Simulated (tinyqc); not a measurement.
The basis set: RHF and MP2 along a ladder of basis sets, for H2O, spin multiplicity 1. Computed by the program tinyqc with PySCF. Same geometry throughout; the dipole is taken about the origin.

Geometry (angstrom):
```
atom       x        y       z
O     0.0000   0.0000  0.0000
H     0.0000   0.7070  0.5840
H     0.0000  -0.7070  0.5840
```

RHF and frozen-core MP2 in a ladder of bases:
```
basis        functions  E(RHF) (hartree)  E(MP2 corr) (hartree)  HOMO (eV)  LUMO (eV)  dipole (debye)
sto-3g               7         -74.95263               -0.03275    -10.806     17.754           1.804
6-31g               13         -75.97872               -0.12428    -13.754      5.748           2.673
6-31g**             24         -76.02050               -0.19182    -13.635      6.070           2.207
cc-pvdz             24         -76.02440               -0.19916    -13.539      5.197           2.069
aug-cc-pvdz         41         -76.03919               -0.21609    -13.985      0.973           2.022
cc-pvtz             58         -76.05549               -0.25894    -13.853      3.952           2.047
```

Estimate the missing row, basis = 3-21g.

Computed row:
```
basis  functions  E(RHF) (hartree)  E(MP2 corr) (hartree)  HOMO (eV)  LUMO (eV)  dipole (debye)
3-21g         13         -75.57819               -0.11808    -13.162      7.473           2.480
```

From cc-pVDZ to cc-pVTZ the RHF energy falls by 31.1 mhartree and the correlation energy by 59.8. If valence correlation converges as X^-3, (27 E(T) - 8 E(D))/19 gives -0.2841 hartree, a rough estimate from such small X that usually falls short; STO-3G holds about 12 % of it. Beyond STO-3G the LUMO moves by 6.5 eV and the HOMO by 0.8 eV; diffuse functions lower the positive LUMO sharply, since an unbound virtual level tracks the most diffuse function.
